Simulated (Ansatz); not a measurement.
`C#CCOCC` + `c1ccsc1` → `Cc1cccs1` + `C#CCOC`  (formal exchange of groups at a C–C bond)

Computed with Ansatz on PBE0-D4/def2-TZVP structures; ΔE is electronic, products minus reactants. CBS: MP2 limit from def2 TZ/QZ plus the TZ coupled-cluster correction, frozen cores. Functionals use def2-TZVPP. B3LYP here is the variant with VWN-RPA as its local correlation; programs differ in this. HSE06 is defined as in plane-wave codes. One conformer a species, not always the lowest.

| level | ΔE (kcal/mol) | difference from CCSD(T)/CBS |
| --- | --- | --- |
| LDA (SPW92) | 2.0 | 0.0 |
| PBE-D4 | 1.3 | -0.7 |
| revPBE-D4 | 0.9 | -1.1 |
| BLYP-D4 | 1.1 | -0.9 |
| r2SCAN-D4 | 1.9 | -0.1 |
| B97M-V | 1.7 | -0.3 |
| PBE0-D4 | 1.4 | -0.6 |
| B3LYP-D4 | 1.3 | -0.7 |
| r2SCANh-D4 | 1.9 | -0.1 |
| r2SCAN0-D4 | 1.9 | -0.1 |
| HSE06-D4 | 1.4 | -0.6 |
| BHLYP-D4 | 1.5 | -0.5 |
| CAM-B3LYP-D4 | 1.7 | -0.3 |
| ωB97X-V | 2.0 | 0.0 |
| ωB97M-V | 2.1 | 0.1 |
| B2PLYP | 1.7 | -0.3 |
| PBE-QIDH | 1.6 | -0.4 |
| PBE | 1.5 | -0.5 |
| revPBE | 1.2 | -0.8 |
| BLYP | 1.5 | -0.5 |
| PBE0 | 1.6 | -0.4 |
| B3LYP | 1.7 | -0.3 |
| r2SCANh | 1.9 | -0.1 |
| r2SCAN0 | 1.9 | -0.1 |
| HSE06 | 1.6 | -0.4 |
| CAM-B3LYP | 2.0 | 0.0 |
| LC-ωPBE | 1.8 | -0.2 |
| RPA@PBE/def2-TZVPP | 1.9 | -0.1 |
| HF/def2-SVP | 1.3 | -0.7 |
| MP2/def2-SVP | 0.9 | -1.1 |
| CCSD/def2-SVP | 1.3 | -0.7 |
| CCSD(T)/def2-SVP | 1.3 | -0.7 |
| HF/def2-TZVPP | 1.8 | -0.2 |
| MP2/def2-TZVPP | 1.5 | -0.5 |
| SCS-MP2/def2-TZVPP | 1.5 | -0.5 |
| CCSD(T)/def2-TZVPP | 1.9 | -0.1 |
| HF/def2-QZVPP | 1.8 | -0.2 |
| MP2/def2-QZVPP | 1.5 | -0.5 |
| SCS-MP2/def2-QZVPP | 1.5 | -0.5 |
| CCSD/CBS(def2) | 2.0 | 0.0 |
| CCSD(T)/CBS | 2.0 | 0 |

Largest T1 diagnostic among the species: 0.013.

Leaving LDA and LC-ωPBE aside and taking each functional with its dispersion term where it has one, the values spread over 1.2 kcal/mol, from revPBE-D4 to ωB97M-V.
